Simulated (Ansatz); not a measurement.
CCSD(T) against full CI for several species

Each species is computed at the geometry given (Å), with frozen cores, in Ansatz 0.2.0: RHF-CCSD(T) for singlets, UHF-CCSD(T) otherwise, and full CI in the same basis. The program picks the determinant by a search with trial CCSD, so it needn't be the lowest Hartree–Fock solution. States: CP doublet Σ⁺ or Δ, H2Cl⁺ singlet A', BP⁺ quartet Σ⁻ or Δ, HAlMg triplet Π, NO⁺ quintet Σ⁺ or Δ. Cases whose determinant has another symmetry than full CI's state, or lies over 0.5 eV above the lowest of its kind, whose (Q) step broke down or whose higher cluster runs on it stay over 0.1 eV above full CI weren't drawn.

**Question.** Judging by size, spin and bonding, rank them by the size of CCSD(T)'s error in total energy against full CI in the same basis, smallest first (an estimate).
A. H2Cl⁺, singlet, 6-31G: Cl 0.000 -0.052 0.005; H 0.000 1.007 -1.142; H 0.000 0.837 0.968
B. CP, doublet, 6-31G: C 0.000 0.000 0.000; P 0.000 0.000 1.550
C. NO⁺, quintet, 6-31G: N 0.000 0.000 0.000; O 0.000 0.000 1.403
D. BP⁺, quartet, cc-pVDZ: B 0.000 0.000 0.000; P 0.000 0.000 2.956
E. HAlMg, triplet, cc-pVDZ: Al 0.000 0.000 0.622; Mg 0.000 0.000 -4.042; H 0.000 0.000 3.420

**Answer.** A (4.8 meV), E (14.1 meV), C (20.6 meV), D (31.0 meV), B (95.6 meV).

| species | basis | correlated electrons | CCSD(T) − full CI (meV) | CCSDT(Q) − full CI (meV) | unpaired electrons (full CI) | T1 | ⟨S²⟩ of the determinant |
| --- | --- | --- | --- | --- | --- | --- | --- |
| H2Cl⁺, singlet | 6-31G | 8 | 4.8 | 0.1 | 0.03 | 0.012 | 0.00 |
| HAlMg, triplet | cc-pVDZ | 6 | 14.1 | 0.1 | 2.16 | 0.019 | 2.03 |
| NO⁺, quintet | 6-31G | 10 | 20.6 | -1.6 | 4.04 | 0.015 | 6.04 |
| BP⁺, quartet | cc-pVDZ | 7 | 31.0 | 0.3 | 3.13 | 0.037 | 3.83 |
| CP, doublet | 6-31G | 9 | 95.6 | 15.7 | 1.24 | 0.108 | 1.67 |

Unpaired electrons are Σ n²(2−n)² over natural occupations; an open shell counts its own unpaired electrons too. Frozen cores follow each run's orbitals, which moves totals by a few meV.
